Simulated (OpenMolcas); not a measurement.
**What triplet SiNH4F costs in OpenMolcas**

The species is SiNH4F (7 atoms), meant as a triplet with charge 0. As SMILES of the parent species, `N[SiH2]F`. The coordinates come from a PBE0-D4/def2-TZVP relaxation. This is one conformer, not always the lowest. That shape belongs to the parent species and isn't relaxed for this state.

```xyz
7

N    -0.7615    0.3390   -0.6252
Si    0.5311   -0.1157    0.3734
F     0.5151   -1.6539    0.8298
H    -0.7866    0.1051   -1.6036
H    -1.6822    0.5135   -0.2584
H     0.4559    0.6762    1.6207
H     1.7894    0.0680   -0.3823
```

Program: OpenMolcas 26.06. Hardware: 1 thread of AMD EPYC 9R45 (Zen 5), shared host, so times are rough. Two-electron integrals are exact unless an approximation is named.

**Question.** Estimate their order by wall time, quickest first.
A. energy at UPBE0/aug-cc-pVDZ, grid UltraFine
B. energy at UHF/STO-3G
C. energy at UHF/aug-cc-pVDZ

**Answer.** B (1.4 s), C (12 s), A (57 s).
